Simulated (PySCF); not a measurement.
Compound: C3H4FS2 (doublet state).
SMILES with atom numbers: `[F:1][C:2]1[S:3][CH2:4][CH2:5][S:6]1` (hydrogens: H7, H8 on C4; H9, H10 on C5)

Computed, not measured: UKS B3LYP, pcH-1 on C F H S, non-relativistic, mean-field spin-orbit, GIAO in PySCF 2.14.0. Geometry: GFN2-xTB, one conformer, isolated molecule. The geometry wasn't refined by DFT: couplings that depend on bond lengths, twists or pyramidal angles can differ widely from those at the functional's own minimum. Stability of the SCF solution: not tested.

Q: Match the computed a_iso(13C) values +315.9, +2.8 MHz (means over equivalent nuclei) with the sites C2; C4/C5.

A: 
```json
{"site": "C2", "a_iso (MHz)": "+315.9", "ρ(0) (bohr⁻³)": "+0.2805", "position": "largest spin population", "distance from C2 (Å)": "0.00", "spin population": "+0.69", "largest |T| (MHz)": "134.0"}
{"site": "C4/C5", "a_iso (MHz)": "+2.8", "ρ(0) (bohr⁻³)": "+0.0024", "position": "2 bonds from C2", "distance from C2 (Å)": "2.56", "spin population": "0.00", "largest |T| (MHz)": "1.4"}
```

ρ(0) is the spin density at the nucleus and T the dipolar tensor; a_iso includes a spin–orbit part; entries for several nuclei are means. The Mulliken spin populations are largest on C2 (+0.69), S6 (+0.14) and S3 (+0.11). The angles at C2 add up to 348.3°, so it is slightly pyramidal.

Nuclei that the bonding pattern makes equivalent are averaged, as if the motion that swaps them (rotation, inversion, ring flip) were fast. The 33S value of +9.5 MHz is a mean of couplings from 3.6 to 15.4 MHz in this one geometry, not an average over conformers. The 1H value of +1.6 MHz is a mean of couplings from -2.9 to 8.8 MHz in this one geometry, not an average over conformers.

On Arm Neoverse V2, one thread, on a shared host, this took 45 s wall (with the writing of density and orbital grids) and 0.79 GiB of memory at its peak.
